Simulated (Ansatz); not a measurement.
From input file to script: C₅H₁₀O, SMILES CCC1(C)CO1 in Ansatz 0.2.0.

```yaml
crystal:
  periodic: [false, false, false]
  atoms:
    - { symbol: C, position_ang: [1.9999, -0.1991, -0.2842] }
    - { symbol: C, position_ang: [0.5771, -0.3087, -0.8122] }
    - { symbol: C, position_ang: [-0.5185, -0.0002, 0.1785] }
    - { symbol: C, position_ang: [-1.8741, -0.5537, -0.1396] }
    - { symbol: C, position_ang: [-0.4274, 1.207, 1.0875] }
    - { symbol: O, position_ang: [-0.1565, -0.1222, 1.5604] }
    - { symbol: H, position_ang: [2.1629, -0.8744, 0.5619] }
    - { symbol: H, position_ang: [2.2326, 0.8189, 0.0415] }
    - { symbol: H, position_ang: [2.7133, -0.4678, -1.0702] }
    - { symbol: H, position_ang: [0.4371, -1.3295, -1.1886] }
    - { symbol: H, position_ang: [0.464, 0.3607, -1.6732] }
    - { symbol: H, position_ang: [-2.2371, -0.1443, -1.0877] }
    - { symbol: H, position_ang: [-2.6083, -0.31, 0.6358] }
    - { symbol: H, position_ang: [-1.8325, -1.6442, -0.2286] }
    - { symbol: H, position_ang: [-1.3409, 1.6796, 1.4279] }
    - { symbol: H, position_ang: [0.4083, 1.8878, 0.9907] }
basis:
  gaussian:
    orbitals: def2-SVP
hamiltonian:
  xc:
    name: wB97M-V
output:
  orbitals: {}
  forces: true
```

`energy_c5h10o.py`:
```python
from pathlib import Path

import ansatz as az
from ase import Atoms
import numpy as np

atoms = Atoms(["C", "C", "C", "C", "C", "O", "H", "H", "H", "H", "H", "H", "H", "H", "H", "H"], positions=[
    (1.9999, -0.1991, -0.2842),
    (0.5771, -0.3087, -0.8122),
    (-0.5185, -0.0002, 0.1785),
    (-1.8741, -0.5537, -0.1396),
    (-0.4274, 1.207, 1.0875),
    (-0.1565, -0.1222, 1.5604),
    (2.1629, -0.8744, 0.5619),
    (2.2326, 0.8189, 0.0415),
    (2.7133, -0.4678, -1.0702),
    (0.4371, -1.3295, -1.1886),
    (0.464, 0.3607, -1.6732),
    (-2.2371, -0.1443, -1.0877),
    (-2.6083, -0.31, 0.6358),
    (-1.8325, -1.6442, -0.2286),
    (-1.3409, 1.6796, 1.4279),
    (0.4083, 1.8878, 0.9907),
])
system = az.Crystal.molecule_from_ase(atoms)

model = (
    system.calculation()
    .basis(gaussian="def2-SVP")
    .functional(az.LibraryFunctional("wB97M-V"))
    .forces()
    .orbitals()
)
out = model.run(threads=1, runs_dir="runs")
r = out.report

print(f"E = {r['free_energy_ev']:.6f} eV = {r['free_energy_ev'] / 27.211386246:.7f} Ha")
print("converged:", r["converged"], " doubts:", r["published_state_doubts"] or "none")

symbols = [site.symbol for site in system.cartesian_sites]
print("forces (eV/A)")
for symbol, f in zip(symbols, r["forces_ev_ang"]):
    print(f"  {symbol:2s} {f[0]:9.4f} {f[1]:9.4f} {f[2]:9.4f}")

charges = r["charge_distribution"]
dipole = np.array(charges["dipole_moment_e_ang"]) * 4.803205
print("dipole (D): {:.3f} {:.3f} {:.3f}, length {:.3f}".format(*dipole, np.linalg.norm(dipole)))
print("atom  Mulliken   Lowdin")
for symbol, m, l in zip(symbols, charges["mulliken_charges_e"], charges["lowdin_charges_e"]):
    print(f"{symbol:4s} {m:9.3f} {l:8.3f}")

lines = Path(r["orbitals_path"]).read_text().splitlines()
field_of = lambda key: [line.split("=")[1].strip() for line in lines if line.startswith(key)]
orbitals = [(27.211386 * float(e), s, float(n)) for e, s, n in zip(field_of("Ene="), field_of("Spin="), field_of("Occup="))]
homo = max(e for e, _, n in orbitals if n > 0.5)
lumo = min(e for e, _, n in orbitals if n < 0.5)
print(f"HOMO {homo:.3f} eV, LUMO {lumo:.3f} eV, gap {lumo - homo:.3f} eV")
```

Output of `python energy_c5h10o.py`:
```text
E = -7385.103115 eV = -271.3975337 Ha
converged: True  doubts: none
forces (eV/A)
  C    -0.1163   -0.0356    0.0575
  C     0.3391    0.0231   -0.0909
  C     0.1488    1.0214    1.4335
  C    -0.2013    0.0517   -0.0990
  C    -0.0010   -1.8075   -1.0324
  O    -0.1018    0.6516   -0.2515
  H    -0.0200   -0.0150    0.1286
  H     0.0935    0.1720    0.0985
  H     0.0977    0.0076   -0.1107
  H    -0.1756   -0.1639   -0.0885
  H    -0.1357    0.0569   -0.2342
  H    -0.0832    0.0042   -0.2211
  H     0.0215    0.0710    0.1270
  H     0.0347   -0.1914   -0.0479
  H    -0.4493    0.0163    0.2558
  H     0.5488    0.1376    0.0752
dipole (D): -0.488 0.845 -1.623, length 1.894
atom  Mulliken   Lowdin
C        0.015    0.045
C        0.064    0.003
C       -0.194   -0.180
C        0.144    0.059
C        0.202    0.066
O       -0.342    0.030
H        0.029    0.001
H        0.005   -0.006
H        0.006   -0.001
H        0.002    0.004
H        0.009    0.008
H        0.013    0.006
H        0.004    0.005
H        0.016    0.005
H        0.012   -0.020
H        0.015   -0.023
HOMO -10.005 eV, LUMO 3.489 eV, gap 13.494 eV
```

Caveats:
- Total energies depend on the basis set; only differences at equal settings carry meaning.
- The geometry is a force-field or estimated start, not a minimum of this method, and the basis set is short of its limit.
- The Löwdin charges here are taken after orthogonalising the functions within each atom; they differ from plain Löwdin charges, and their signs can be unphysical.
- Levels such as HOMO and LUMO are orbital energies: with these approximate functionals they aren't the ionisation energy and electron affinity, and their gap isn't the fundamental gap.
- The whole script took 30 s on 1 thread of Arm Neoverse V1 (shared host), peak memory 0.5 GiB.

(Lines on the test bed's own set-up are left out of the output.)
